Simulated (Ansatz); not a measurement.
Born–Oppenheimer molecular dynamics of CH6OSi (9 atoms, charge 0, multiplicity 1). It starts at the highest image of a converged band, a first-order saddle point between two minima.

Computed with RKS PBE/cc-pVDZ in Ansatz 0.2.0.

```json
{
  "ensemble": "NVE (velocity Verlet)",
  "time step": "0.5 fs",
  "steps asked": "200",
  "starting velocities drawn for": "300 K",
  "seed": "9012"
}
```

Frames 2.5 fs apart, positions in Å, forces in eV/Å.

Velocities at 40 fs (Å/ps):

```
Si 1.39 -1.33 -6.59
H 43.32 24.84 -5.34
H 69.43 11.18 105.42
H -61.30 48.51 48.94
O -4.10 -0.01 1.66
C -3.11 -1.75 1.16
H 7.29 -10.94 6.41
H -2.50 -9.45 4.04
H 7.04 -5.91 -16.12
```

```xyz
9
Properties=species:S:1:pos:R:3:forces:R:3 time_fs=40 energy_less_start_eV=-1.273 T=1706
Si 0.179 -0.125 -0.309 3.38 1.84 -1.58
H 0.292 0.684 1.068 -0.50 -1.07 -0.72
H 1.682 -0.752 -0.701 -1.19 1.67 0.44
H -0.393 0.964 -1.372 0.42 -1.01 0.99
O -0.390 -1.649 -0.640 0.02 -0.32 -0.94
C -1.296 -2.196 0.227 -1.19 -0.97 1.31
H -0.784 -2.382 1.208 -0.45 -0.30 0.04
H -2.111 -1.467 0.398 -0.65 -0.23 0.31
H -1.717 -3.161 -0.169 0.16 0.40 0.16
9
Properties=species:S:1:pos:R:3:forces:R:3 time_fs=42.5 energy_less_start_eV=-1.140 T=1560
Si 0.186 -0.126 -0.327 3.40 2.25 -0.23
H 0.383 0.712 1.033 -0.78 -1.13 -0.55
H 1.812 -0.676 -0.432 -1.81 1.34 -0.41
H -0.529 1.050 -1.224 0.82 -1.38 0.55
O -0.400 -1.650 -0.638 0.26 0.08 -0.92
C -1.307 -2.204 0.234 -0.75 -1.18 1.39
H -0.782 -2.417 1.220 -0.63 -0.14 -0.36
H -2.137 -1.496 0.417 -0.52 -0.18 0.25
H -1.695 -3.163 -0.203 0.02 0.34 0.29
9
Properties=species:S:1:pos:R:3:forces:R:3 time_fs=45 energy_less_start_eV=-1.121 T=1538
Si 0.200 -0.122 -0.345 2.82 1.83 0.74
H 0.427 0.675 0.969 -0.97 -0.75 0.28
H 1.837 -0.522 -0.188 -1.63 0.74 -1.28
H -0.618 1.057 -1.044 0.86 -1.11 -0.20
O -0.409 -1.650 -0.639 0.21 0.30 -0.46
C -1.321 -2.216 0.247 -0.75 -0.32 0.83
H -0.816 -2.461 1.213 -0.27 -0.07 0.00
H -2.192 -1.537 0.450 0.07 -0.31 0.03
H -1.672 -3.147 -0.221 -0.32 -0.32 0.06
9
Properties=species:S:1:pos:R:3:forces:R:3 time_fs=47.5 energy_less_start_eV=-0.992 T=1396
Si 0.221 -0.115 -0.361 1.79 0.54 0.96
H 0.413 0.595 0.924 -1.08 -0.13 1.54
H 1.769 -0.324 -0.019 -0.63 0.11 -1.84
H -0.657 1.000 -0.875 0.41 -0.15 -0.98
O -0.418 -1.649 -0.642 0.01 0.31 0.18
C -1.339 -2.231 0.264 -0.73 0.03 -0.26
H -0.864 -2.510 1.209 0.26 -0.07 0.57
H -2.244 -1.595 0.486 0.38 -0.15 -0.15
H -1.667 -3.147 -0.234 -0.40 -0.49 -0.03
9
Properties=species:S:1:pos:R:3:forces:R:3 time_fs=50 energy_less_start_eV=-0.852 T=1242
Si 0.245 -0.106 -0.376 0.21 -0.56 1.17
H 0.335 0.504 0.966 -1.11 -0.09 1.74
H 1.667 -0.117 0.043 1.05 -0.20 -1.66
H -0.674 0.936 -0.764 -0.26 0.92 -1.37
O -0.426 -1.647 -0.644 -0.18 0.14 0.69
C -1.361 -2.246 0.280 -0.02 -0.76 -0.81
H -0.900 -2.562 1.232 0.28 0.13 0.18
H -2.277 -1.661 0.513 0.15 0.34 -0.17
H -1.685 -3.174 -0.247 -0.13 0.08 0.24
9
Properties=species:S:1:pos:R:3:forces:R:3 time_fs=52.5 energy_less_start_eV=-0.943 T=1342
Si 0.269 -0.099 -0.388 -1.90 -0.44 2.42
H 0.193 0.405 1.102 -0.68 -0.55 0.10
H 1.625 0.079 0.008 2.04 -0.15 -1.11
H -0.702 0.921 -0.732 -0.19 0.89 -1.20
O -0.435 -1.644 -0.643 -0.20 -0.06 0.80
C -1.382 -2.264 0.292 0.84 -1.12 -0.64
H -0.920 -2.606 1.266 0.05 0.41 -0.53
H -2.300 -1.706 0.531 -0.05 0.66 -0.13
H -1.710 -3.196 -0.247 0.09 0.36 0.29
9
Properties=species:S:1:pos:R:3:forces:R:3 time_fs=55 energy_less_start_eV=-1.078 T=1490
Si 0.290 -0.092 -0.395 -2.73 0.34 3.84
H 0.012 0.275 1.245 0.14 -0.55 -1.41
H 1.692 0.265 -0.096 0.77 -0.41 -1.02
H -0.738 0.955 -0.771 0.55 0.05 -0.82
O -0.445 -1.642 -0.640 -0.07 -0.22 0.58
C -1.400 -2.288 0.301 0.91 -0.05 -0.46
H -0.936 -2.626 1.271 0.08 0.42 -0.48
H -2.324 -1.715 0.540 0.30 0.43 -0.18
H -1.731 -3.201 -0.232 0.06 -0.02 -0.06
9
Properties=species:S:1:pos:R:3:forces:R:3 time_fs=57.5 energy_less_start_eV=-0.952 T=1352
Si 0.305 -0.085 -0.394 -2.67 0.80 4.12
H -0.161 0.115 1.309 0.87 -0.12 -1.95
H 1.804 0.424 -0.260 -0.87 -0.99 -0.78
H -0.742 0.993 -0.858 1.03 -0.53 -0.45
O -0.455 -1.640 -0.635 0.09 -0.31 0.21
C -1.413 -2.311 0.307 0.65 1.36 -0.87
H -0.946 -2.624 1.251 0.37 0.12 0.26
H -2.329 -1.698 0.539 0.58 0.05 -0.19
H -1.749 -3.207 -0.220 -0.04 -0.38 -0.37
9
Properties=species:S:1:pos:R:3:forces:R:3 time_fs=60 energy_less_start_eV=-0.868 T=1259
Si 0.314 -0.076 -0.384 -2.61 0.51 3.26
H -0.283 -0.052 1.260 1.34 0.50 -1.70
H 1.869 0.526 -0.469 -1.55 -1.36 -0.20
H -0.688 1.002 -0.973 0.99 -0.65 -0.13
O -0.464 -1.640 -0.628 0.25 -0.36 -0.22
C -1.423 -2.328 0.309 0.92 1.48 -1.32
H -0.935 -2.613 1.245 0.33 -0.07 0.46
H -2.304 -1.678 0.527 0.23 -0.05 -0.05
H -1.769 -3.232 -0.227 0.10 0.01 -0.10
9
Properties=species:S:1:pos:R:3:forces:R:3 time_fs=62.5 energy_less_start_eV=-0.952 T=1351
Si 0.317 -0.066 -0.367 -2.29 -0.27 1.50
H -0.327 -0.189 1.114 1.36 1.13 -0.58
H 1.844 0.547 -0.689 -1.43 -1.46 0.47
H -0.576 0.973 -1.096 0.48 -0.39 0.08
O -0.473 -1.641 -0.623 0.39 -0.46 -0.66
C -1.427 -2.339 0.305 1.81 0.96 -0.98
H -0.908 -2.606 1.260 -0.21 -0.03 -0.23
H -2.266 -1.659 0.513 -0.36 0.05 0.14
H -1.782 -3.256 -0.240 0.26 0.46 0.25
9
Properties=species:S:1:pos:R:3:forces:R:3 time_fs=65 energy_less_start_eV=-0.845 T=1232
Si 0.316 -0.057 -0.348 -1.35 -1.01 -1.63
H -0.294 -0.260 0.940 0.48 1.33 2.03
H 1.737 0.482 -0.881 -0.60 -1.30 0.95
H -0.438 0.923 -1.214 -0.31 0.11 0.14
O -0.480 -1.643 -0.620 0.52 -0.52 -0.93
C -1.423 -2.344 0.296 1.99 1.36 -0.43
H -0.891 -2.600 1.265 -0.47 -0.06 -0.51
H -2.246 -1.638 0.506 -0.41 -0.19 0.18
H -1.781 -3.256 -0.239 0.15 0.28 0.19
9
Properties=species:S:1:pos:R:3:forces:R:3 time_fs=67.5 energy_less_start_eV=-0.575 T=937
Si 0.312 -0.049 -0.331 -1.17 -1.67 -4.08
H -0.233 -0.255 0.886 -0.41 1.12 4.05
H 1.598 0.341 -1.020 0.89 -0.92 0.93
H -0.317 0.878 -1.324 -0.94 0.47 0.31
O -0.485 -1.648 -0.621 0.70 -0.23 -0.85
C -1.410 -2.341 0.284 1.20 2.19 -0.28
H -0.900 -2.599 1.243 -0.14 -0.18 -0.01
H -2.249 -1.630 0.509 -0.06 -0.54 0.08
H -1.772 -3.240 -0.229 -0.08 -0.24 -0.15
```

Of the whole run (100 fs, mean temperature of the second half 1343 K): The conserved energy stayed within 0.35 meV per atom of its start (net change -0.26 meV per atom), so the integration is sound. The kinetic energy rose, since the run started high on the potential surface and went downhill. A run of 0.1 ps of so small a system gives no equilibrium averages. The orbitals stay closed-shell, which can raise the energy where a bond breaks towards radicals; this wasn't checked here.

The run took 4.9 min on 1 thread of AMD EPYC 7R43 64-Core Processor (Zen 3), on a shared host, peak memory 0.13 GiB.
